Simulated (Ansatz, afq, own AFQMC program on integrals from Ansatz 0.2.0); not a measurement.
Two steps: Ansatz 0.2.0 writes the Fock matrix and Cholesky factors of the valence space, and afq projects on them the lowest state that overlaps trial and start.

```yaml
crystal:
  periodic: [false, false, false]
  atoms:
    - {symbol: N, position_ang: [0.001986, 0.002583, -0.071414]}
    - {symbol: H, position_ang: [0.931127, -0.002562, 0.357291]}
    - {symbol: H, position_ang: [-0.488328, 0.797474, 0.346746]}
    - {symbol: H, position_ang: [-0.470402, -0.830804, 0.288354]}
basis:
  gaussian: {orbitals: "6-31++G**"}
total_charge: -1
magnetization: {spin_polarized: true, initial_magnetization: 1}
correlation: {method: ccsd_t, electrons: outside_noble_gas, hamiltonian_folder: ham}
```

```sh
$ ansatz run in.yaml --threads 1 --pin off --events-out ev --progress --plain --max-ram 1382MiB
```

afq runs on the folder ham with

```
--method phaseless --trial hf --walkers 120 --populations 1 --least-time 40 --time-step 0.005 --steps-per-block 20 --equilibration-blocks 112 --max-blocks 600 --target-error 0.00108 --factor-cut 1e-05 --start spin_pure --seed 3059 --taylor-order 6
```

Times are imaginary, in 1/Eh. The walk had a cap of 1011 s.

Log:

```
orbitals 36  electrons 5 4  factors 280 of 350
reference energy -56.15795181 Eh
CCSD correlation -0.21365699 Eh in 10 cycles, weight of the determinant in the CISD state 0.9268
energy of the start -56.157959 Eh
 block  time / (1/Eh)  mean weight  energy / Eh
     1     0.100  1.0018  -56.217419
     2     0.200  1.0017  -56.259266
     3     0.300  1.0036  -56.281978
     4     0.400  1.0026  -56.291036
     5     0.500  1.0004  -56.304908
    10     1.000  1.0000  -56.340220
    86     8.600  0.9995  -56.368405
   137    13.700  0.9999  -56.335011
   171    17.100  0.9970  -56.376174
   256    25.600  1.0003  -56.351876
   341    34.100  0.9997  -56.384501
   426    42.600  1.0005  -56.396204
   511    51.100  1.0019  -56.399624
   528    52.800  0.9993  -56.425500
   596    59.600  0.9984  -56.360277
   681    68.100  1.0004  -56.377419
   698    69.800  1.0010  -56.388447
blocks merged  error / Eh  count
     1  0.000753  600
     2  0.000981  300
     4  0.001248  150
     8  0.001581  75
    16  0.001830  37
    32  0.002115  18
    64  0.001923  9
energy -56.374147 +/- 0.002115 Eh
(rows thinned)
```

The run passed its tests (sampling time, drift between the halves within three errors, error under three times the target), which doesn't prove that it has relaxed.

Against this walk (error 57.6 meV) on the same determinant: CCSD(T) 64.0 meV lower (within the noise), CCSDT(Q) 84.8 meV lower (within the noise), a separate phaseless walk with a CISD trial and standard settings 84.2 ± 58.4 meV lower (within the noise). The error is statistical and leaves out the bias of the constraint.

Cautions: constraint bias not in the error; error above the target (57.6 against 29.4 meV).

The walk took 4.2 min on 1 thread of Arm Neoverse V1, with other jobs on the host. The log's last line is the phaseless energy.

CCSDT and higher add their correlation energy to the determinant of the CCSD(T) run, since their own runs factorise the integrals more tightly (a shift of under 2 meV). A walk keeps the symmetry of its determinant, which the program's search chose and which needn't be the lowest solution, so a lower state of the same spin and another symmetry isn't excluded.
